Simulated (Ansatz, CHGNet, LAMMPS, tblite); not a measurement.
# Elastic constant C11 of wurtzite ZnO: levels of theory against measurement

Reference value: 207 GPa (measured, temperature not stated, not corrected to a static lattice; as tabulated in Oses et al. (2018), arXiv:1811.08464).

**Question.** What do ionic model binks1994, GFN1-xTB, CHGNet-r²SCAN, PBE, PBE-D3(BJ), r²SCAN+rVV10, r²SCAN0 give, and how far is each from the reference?

**Answer.** 
```json
[
 {"level (code)": "ionic model binks1994 (shell model, LAMMPS)", "value (GPa)": "233", "cell (Å³/atom)": "11.90", "difference (%)": "+12.6"},
 {"level (code)": "GFN1-xTB (tblite)", "value (GPa)": "66.4", "cell (Å³/atom)": "15.51", "difference (%)": "-68"},
 {"level (code)": "CHGNet-r²SCAN", "value (GPa)": "159", "cell (Å³/atom)": "11.87", "difference (%)": "-23"},
 {"level (code)": "PBE (Ansatz)", "value (GPa)": "188", "cell (Å³/atom)": "12.32", "difference (%)": "-9.2"},
 {"level (code)": "PBE-D3(BJ) (Ansatz)", "value (GPa)": "192", "cell (Å³/atom)": "12.05", "difference (%)": "-7.2"},
 {"level (code)": "r²SCAN+rVV10 (Ansatz)", "value (GPa)": "211", "cell (Å³/atom)": "11.70", "difference (%)": "+1.9"},
 {"level (code)": "r²SCAN0 (Ansatz)", "value (GPa)": "227", "cell (Å³/atom)": "11.65", "difference (%)": "+9.7"}
]
```

The reference's temperature isn't stated, so close values are not ranked against it. Off by more than 25 %, or 35 % on the side where a correction would as a rule narrow the miss (bounds picked here): GFN1-xTB (-68 %).

The measured value isn't corrected to a static lattice, so vibrations enter the comparison. A static lattice is as a rule stiffer than a warm one, by over a tenth in soft solids.  GFN1-xTB: the relaxed volume lies over a fifth from the starting cell. GFN1-xTB: the method was fitted mainly to molecules. GFN1-xTB: the run uses a supercell at the zone centre in place of a k mesh. PBE-D3(BJ): the dispersion coefficients are held fixed in the derivatives. Each level is taken at its own relaxed cell. Cutoffs and k meshes differ between the levels. Ansatz's density-functional and Hartree–Fock values are scalar-relativistic unless marked +SOC, with PAW data made under PBE.

Empirical potentials (ionic model binks1994) are fitted to chosen data: where that held the value shown, agreement is built in, and what lay outside the fit can be far off. Machine-learned potentials (CHGNet-r²SCAN) are trained on DFT data: a solid inside that data is no test of them.

Differences are worked out from the printed values.

Ansatz is a quantum-chemistry and plane-wave program.
